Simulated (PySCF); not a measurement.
## Isomers of C3H7Cl: computed energies against enthalpies of formation

**The experiment to reproduce.**

CRC Handbook of Chemistry and Physics lists, for the gas at 298.15 K: enthalpy of formation of `CC(C)Cl` -144.9 kJ/mol; enthalpy of formation of `CCCCl` -131.9 kJ/mol.

How close the calculation comes is told at the end.

Differences of these values give the isomerisation enthalpies. Geometries: PBE0-D3(BJ)/def2-SVP; runs in PySCF, gas phase, with a dispersion term only where the level names one. Total electronic energies (Eh):

```tsv
SMILES	PBE0-D3(BJ)/def2-SVP
CC(C)Cl	-578.21935
CCCCl	-578.21458
```

Geometry of `CC(C)Cl` (Å):
```
atom  x, y, z in Å
C1    -1.1722   -0.5375    0.1315
C2    -0.1247    0.4852   -0.2522
C3     1.2959    0.0122   -0.0313
Cl4   -0.4003    2.0016    0.6958
H5    -1.0746   -0.8130    1.1925
H6    -1.0471   -1.4480   -0.4763
H7    -2.1864   -0.1473   -0.0317
H8    -0.2615    0.7892   -1.3008
H9     1.4578   -0.2485    1.0256
H10    1.4919   -0.8829   -0.6433
H11    2.0210    0.7893   -0.3100
```

Geometry of `CCCCl` (Å):
```
atom  x, y, z in Å
C1    -0.942    0.014    0.043
C2     0.306   -0.461   -0.685
C3     1.473    0.483   -0.486
Cl4    2.939   -0.084   -1.341
H5    -0.772    0.093    1.128
H6    -1.779   -0.683   -0.111
H7    -1.267    1.005   -0.315
H8     0.598   -1.464   -0.334
H9     0.109   -0.558   -1.765
H10    1.739    0.575    0.577
H11    1.248    1.488   -0.871
```

Zero-point and thermal terms are left out, so the computed numbers are electronic energies.

**Comparison with experiment**

Relative to `CC(C)Cl`, the lowest by measurement, in kJ/mol (measured: enthalpies at 298.15 K; computed: electronic energies):

```csv
SMILES,measured,PBE0-D3(BJ)/def2-SVP
CC(C)Cl,0.0,0.0
CCCCl,13.0,12.5
```

Measured values: -144.9 kJ/mol (298.15 K; CRC Handbook of Chemistry and Physics) for the first row; the others come from the same table. Unsigned miss: PBE0-D3(BJ)/def2-SVP 0.5 kJ/mol. One conformer stands for `CCCCl`, not necessarily the lowest, while the measurement averages over conformers. Where a level misses, the cause wasn't examined.
